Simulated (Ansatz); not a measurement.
C7H8 (`C1=CC2(C=C1)CC2`). Total charge 0; spin multiplicity 1.

Cartesian coordinates in Å:
```
C -0.433 -1.225 1.539
C -0.485 -1.207 0.193
C 0.025 0.090 -0.270
C 0.379 0.826 0.951
C 0.106 0.043 2.011
C -0.541 0.788 -1.498
C 0.824 0.230 -1.558
H -0.739 -2.043 2.178
H -0.835 -1.994 -0.462
H 0.789 1.827 0.961
H 0.257 0.301 3.051
H -0.662 1.861 -1.426
H -1.338 0.272 -2.018
H 0.990 -0.679 -2.120
H 1.665 0.910 -1.529
```

What are the harmonic wavenumbers in cm⁻¹ at PBE0-D4/def2-TZVP (Ansatz, finite differences of forces, unscaled)? (An estimate is asked.)

The calculation gave: 158, 247, 299, 542, 580, 587, 718, 758, 783, 824, 867, 895, 934, 938, 950, 963, 1008, 1030, 1050, 1075, 1105, 1114, 1197, 1270, 1322, 1377, 1439, 1462, 1503, 1552, 1638, 3159, 3162, 3216, 3224, 3239, 3241, 3247, 3257.

Is this a minimum?

Yes, all 39 modes are real.

Give the ideal-gas thermochemistry at 298.15 K and 1 bar (rigid rotor, harmonic oscillator; point group C2v, symmetry number 2).

Zero-point energy 334.5 kJ/mol; H(298) − E = 352.3 kJ/mol; entropy 311.5 J/(mol·K), of which translation 165.3, rotation 106.1, vibration 40.1; G(298) − E = 259.4 kJ/mol.
